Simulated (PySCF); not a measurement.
trifluoroacetaldehyde, C2HF3O, SMILES O=CC(F)(F)F, point group Cs.

Level: PBE0/pcSseg-1 in PySCF (density fitting, grid level 2); geometry and Hessian at that level, cubic constants and property derivatives from steps of ±0.6 along each species' dimensionless normal coordinates, second-order vibrational perturbation theory. The parent has the commonest isotopes.

Equilibrium geometry (Å):

| atom | x | y | z |
| --- | --- | --- | --- |
| O1 | 1.6321 | 0.8928 | -0.1701 |
| C2 | 0.9211 | -0.0530 | -0.0267 |
| C3 | -0.6096 | 0.0631 | -0.0114 |
| F4 | -1.0755 | -0.4000 | 1.1551 |
| F5 | -1.1197 | -0.6980 | -0.9873 |
| F6 | -1.0216 | 1.3072 | -0.1758 |
| H7 | 1.2865 | -1.0925 | 0.1078 |

**Question.** Give the equilibrium and ground-state rotational constants (MHz) of parent; ²H at 7.

**Answer.** 
```tsv
species	Ae	Be	Ce	A0	B0	C0	Δ0 (u Å²)	harmonic ZPE (cm⁻¹)
parent	5497	2999.7	2947	5464.1	2980.8	2931.4	-89.637	7388
²H at 7	5325.7	2978.6	2877.4	5294	2959.4	2862.3	-89.672	6715
```

Δ0 = Ic − Ia − Ib from the ground-state constants.

**Question.** How is the parent's vibrational correction B0 − Be made up?

**Answer.** 
| axis | harmonic | Coriolis | cubic | total (MHz) |
| --- | --- | --- | --- | --- |
| a | 9 | -7.77 | -34.2 | -33 |
| b | 2.78 | -3.09 | -18.6 | -18.9 |
| c | 3.67 | -0.841 | -18.5 | -15.6 |

**Question.** And its quartic centrifugal distortion constants from the harmonic force field?

**Answer.** Asymmetric top, A reduction, Ir representation: ΔJ = 0.438 kHz, ΔJK = 9.2 kHz, ΔK = -8.07 kHz, δJ = -0.0147 kHz, δK = -8.29 kHz.

A mode lies under 250 cm⁻¹, where this perturbation treatment is rough.
